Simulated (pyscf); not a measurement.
# Routes from H₂O (SMILES O) + HO–Si(F)(F)–F (SMILES O[Si](F)(F)F)

Candidate steps break at most two bonds and form at most two. Each was searched with GFN2-xTB (tblite) first. Structures and frequencies: ωB97X-D3(BJ)/def2-SVP in PySCF. Energies: ωB97M-D3(BJ)/def2-TZVP, kcal/mol, from the separated reactants, singlet surface; ΔG‡ with ideal gas, 1 atm, RRHO with modes under 100 cm⁻¹ raised to 100, one conformer, R ln 2 for chiral ones without a mode under 150 cm⁻¹.

| products | type | ΔE‡ | ΔE | ΔG‡ 298 K | ΔG‡ 900 K | ν‡ (cm⁻¹) |
|---|---|---|---|---|---|---|
| HO–Si(F)(F)–F + H₂O | four-centre exchange (H–O, O–Si broken, O–Si, H–O formed) | 19.7 | 0.0 | 31.0 | 55.3 | 995i |
| HO–Si(OH)(F)–F + HF | four-centre exchange | 21.1 | +8.2 | 32.5 | 57.3 | 776i |
| HO–Si(F)(F)–F + H₂O | four-centre exchange (H–O, H–O broken, H–O, H–O formed) | 32.7 | 0.0 | 44.2 | 67.5 | 1154i |

Row 1: On the reactant side the descent ends in an adduct with a O–Si contact, 4.3 kcal/mol under the separated species and 23.9 kcal/mol under the saddle at ωB97X-D3(BJ)/def2-TZVP. On the product side the descent ends in an adduct with a O–Si contact, 4.4 kcal/mol under the separated species and 23.9 kcal/mol under the saddle at ωB97X-D3(BJ)/def2-TZVP. Row 2: On the product side the descent ends in a bound adduct (not fully relaxed), 9.3 kcal/mol under the separated species and 22.6 kcal/mol under the saddle at ωB97X-D3(BJ)/def2-TZVP. Row 3: On the reactant side the descent ends in a bound adduct, 9.1 kcal/mol under the separated species and 42.8 kcal/mol under the saddle at ωB97X-D3(BJ)/def2-TZVP. On the product side the descent ends in a bound adduct, 9.2 kcal/mol under the separated species and 42.8 kcal/mol under the saddle at ωB97X-D3(BJ)/def2-TZVP. 

Plain bond fissions and candidates not yet searched are not listed, and one of them may be faster. Each barrier is that of the saddle found; lower ones may exist.
